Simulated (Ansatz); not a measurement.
Basis-set extrapolation for C$_{8}$H$_{18}$, SMILES `CCC(C)(C)C(C)C` (PBE0-D4/def2-TZVP geometry, frozen core, the Gaussian-basis code of Ansatz). Multiplicity 1, RHF reference.

```
                      def2-TZVPP   def2-QZVPP
                 HF  -313.539222  -313.553988
    MP2 correlation    -1.432571    -1.519463
CCSD(T) correlation    -1.580585      not run
```

Energies in hartree. Use E(X) = E(∞) + A·exp(−7.88·√X) for Hartree–Fock and E(X) = E(∞) + B·X^(−2.97) for correlation, with X = 3 and 4, and add CCSD(T) minus MP2 of the smaller set to the MP2 limit.

**Question.** What is the CCSD(T) energy at the basis-set limit?

**Answer.** HF limit: -313.553988 + (-0.014766) × 0.13774 = -313.55602. MP2 limit: -1.519463 + (-0.086892) × 0.74074 = -1.58383. Higher-order term: -1.580585 − (-1.432571) = -0.14801. Total: -315.28786 hartree, 105.5 kcal/mol below CCSD(T)/def2-TZVPP.
